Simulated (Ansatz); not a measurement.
**Isomers**

Structures of Al₂H₃S, doublet, relaxed at PBE0-D4/def2-TZVP (vibrations not checked; lower isomers may exist, and structures with a doubtful reference or unclear bonds are left out). Computed with Ansatz 0.2.0 (basis: def2-TZVPP); correlated methods freeze the cores; orbitals are unrestricted. B3LYP uses VWN-RPA correlation.

Question: Rank them by CCSD(T) energy, lowest first, and give each one's height above the lowest. Links in brackets join atoms within 1.22 times the sum of their covalent radii (1.1 for two metals). (An estimate is asked for; the value comes from the calculation.)
A.
Al₂H₃S ([S][Al]1[H][AlH2]1)
```
6
angstrom
Al -1.1421 0.8459 -1.2897
Al 0.4641 -0.4536 0.2767
S 1.5236 -1.3822 1.7236
H -2.2260 -0.0942 -1.9331
H -0.6246 2.2935 -1.6197
H -1.0424 0.5531 0.4161
```
B.
Al₂H₃S ([AlH2][Al][SH])
```
6
angstrom
Al -0.9106 0.7489 -1.2382
Al 0.1088 -0.0654 0.9675
S 1.7658 -1.4806 1.2530
H -2.2482 0.0646 -1.7625
H -0.4599 2.1613 -1.8162
H 1.7440 -1.4287 2.5964
```
C.
Al₂H₃S ([AlH]1[AlH][SH]1)
```
6
angstrom
Al -1.2258 -0.7088 -0.1837
Al 0.8917 -0.7111 0.9019
S 0.5479 0.7822 -0.9794
H -2.3020 -1.1334 -1.2660
H 0.1848 1.9412 -0.3957
H 1.9494 -0.2587 1.9908
```
D.
Al₂H₃S ([AlH][AlH][SH])
```
6
angstrom
Al -2.1091 -0.4414 -0.6618
Al 0.2124 0.4442 -0.0369
S 1.3793 -0.7552 1.3886
H -2.5474 -1.3470 -1.9084
H 0.7450 1.9105 -0.3461
H 2.3196 0.1889 1.5646
```

Answer: Computed: B (0.000 eV), D (0.062 eV), C (0.219 eV), A (0.438 eV). Heights count from the lowest.

Question: Do PBE-D4, r2SCAN-D4, PBE0-D4, B3LYP-D4, wB97M-V, HF, MP2 give the same order? (A judgement: the text doesn't fix the answer.)

Answer: By the calculation: Lowest first: PBE-D4 B < C < D < A; r2SCAN-D4 B < C < D < A. The others agree with CCSD(T).

The T1 diagnostic stays at or below 0.026. ⟨S²⟩ of the unrestricted Hartree–Fock references: 0.77 to 0.81 (a pure state has 0.75). The unrestricted reference is spin-contaminated, which hurts MP2 most.

For scale, one of the runs: CCSD(T)/def2-TZVPP, 168 basis functions, launched by `ansatz run in.yaml --threads 2 --pin off --events-out ev --progress --plain --max-ram 4352MiB`. Time: 97 s of wall clock on 2 CPU threads of an Intel Xeon Platinum 8259CL; the host was shared. Peak host memory: 2.7 GiB.
